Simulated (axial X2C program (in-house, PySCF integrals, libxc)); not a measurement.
Spectroscopic constants of O₂

Computed with an axial X2C code built on PySCF integrals. Spin-free means the one-electron spin-free X2C Hamiltonian; two-component (2c) means X2C with spin–orbit coupling and atomic mean-field two-electron Coulomb and Gaunt terms, so the difference of the two also holds small scalar two-electron terms. Basis: O dyall-av3z [7s6p3d2f] (cores contracted in-house); Gaussian nuclei, density fitting, unrestricted open shells. Masses: O 15.995 u.

The run was started with this input:
```json
{"zs": [8, 8], "q": 0, "bas": ["dyall-av3z", "dyall-av3z"], "levels": ["PBE0", "HF", "r2SCAN0", "BLYP", "TPSSh"], "cc": true, "r0": 1.14, "thr": -2.0, "nmax": 140}
```
```bash
python so2c.py task.json out
```

Keys: zs atomic numbers; q charge; bas basis sets; levels methods; cc coupled cluster on or off; r0 starting distance in Å; thr threshold in hartree for freezing inner shells (an s shell follows its p shell); nmax most natural virtual spinors. HF also brings MP2.

State, spin-free: M_S = 1, Λ = 0 (beyond evenly filled blocks: π+α, π-α); electrons by block: σα: 5, σβ: 5, π+α: 2, π+β: 1, π-α: 2, π-β: 1. Fragments: O + O.

State, 2c: Ω = 1 (⟨Sz⟩ = 1.00, ⟨Lz⟩ = 0.00 at PBE0); electrons by block: 1/2: 6, -1/2: 7, 3/2: 2, -3/2: 1. Fragments: O + O.

```
Hamiltonian    level  Re (Å)  ωe (cm⁻¹)  De (eV)  D0 (eV)  k (mdyn/Å)
  spin-free     PBE0   1.193     1708.3     5.38     5.28        13.8
  spin-free       HF   1.159     1961.9     1.53     1.41        18.1
  spin-free      MP2   1.223     1457.8     5.49     5.40          10
  spin-free     CCSD   1.201     1659.5     4.64     4.54          13
  spin-free  CCSD(T)   1.212     1576.1     4.98     4.88        11.7
  spin-free  r2SCAN0   1.187     1744.7     4.95     4.85        14.3
  spin-free     BLYP   1.230     1487.1     5.87     5.78        10.4
  spin-free    TPSSh   1.208     1612.2     5.21     5.11        12.2
         2c     PBE0   1.193     1708.0     5.39     5.28        13.7
         2c       HF   1.159     1961.5     1.54     1.41        18.1
         2c     CCSD   1.201     1660.5     4.64     4.54          13
         2c  CCSD(T)   1.212     1576.8     4.97     4.87        11.7
         2c  r2SCAN0   1.187     1744.4     4.96     4.85        14.3
         2c     BLYP   1.230     1486.8     5.88     5.78        10.4
         2c    TPSSh   1.208     1612.0     5.21     5.11        12.2
```

Correlated methods: 12 electrons correlated (number of frozen shells: O 1 s), 196 virtual spin orbitals or spinors in MP2, 125 natural virtuals in coupled cluster.

Occupations by symmetry block were frozen at the best pattern of an incomplete PBE0 search. De is counted from the lowest determinant-based energies of the atoms at the same level, without counterpoise correction. Density functionals use the spin component along the axis (collinear). Coupled cluster ran in a truncated set of natural virtual spinors; the MP2 energy of the rest was added. (T) has no such correction and the atoms are truncated less, which lowers De at CCSD(T) by a hundredth of an eV or more. A 2c atom that is not at its ground J level misses part of its spin–orbit lowering, and De is too large by that part (0.04 eV or less for light atoms). This holds for PBE0, r2SCAN0, BLYP, TPSSh. Without a current term, density functionals place determinants with orbital angular momentum somewhat too high. With several unpaired electrons one determinant need not be a pure state. Open-shell Ω = 0 determinants with evenly filled partner blocks cannot be reached by this program, so the Ω shown need not be the lowest component. This is the Ω = 1 component of a π² triplet; the 0⁺ component is not one determinant and can lie lowest.

No reliable constants came from MP2 (2c): no minimum in range, unconverged points, a curve that is not smooth, a change of character along it, or the two Hamiltonians disagreeing along it.

Rough cost a point (2c) on 2 thread(s) of a shared host, integrals apart: PBE0 0.11 s, HF 0.06 s, CCSD(T) 9 s, r2SCAN0 0.19 s, BLYP 0.09 s, TPSSh 0.19 s.

The whole task took 2.4 min on 2 threads of Intel(R) Xeon(R) 6975P-C (Granite Rapids), on a shared host.
